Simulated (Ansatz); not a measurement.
Cartesian coordinates in Å:
```
O 0.884 0.431 -0.806
Si -0.647 0.059 -0.251
P 1.212 -0.907 0.246
H -1.571 -0.499 -1.261
H -1.272 1.091 0.605
H 1.393 -0.175 1.466
```

The species carries charge 0 and has multiplicity 1.

List the r2SCAN/def2-TZVPP orbital energies in eV (Ansatz 0.2.0). (An estimate is asked.)

The calculation gave: Occupied: -2089.34, -1791.97, -516.18, -176.66, -142.38, -126.21, -126.09, -126.04, -97.28, -97.23, -97.19, -26.52, -15.63, -13.68, -11.09, -10.37, -9.94, -8.56, -7.00, -6.37. Lowest empty: -1.68, -1.40, 0.10, 1.16, 1.42, 1.80, 3.97, 4.34.
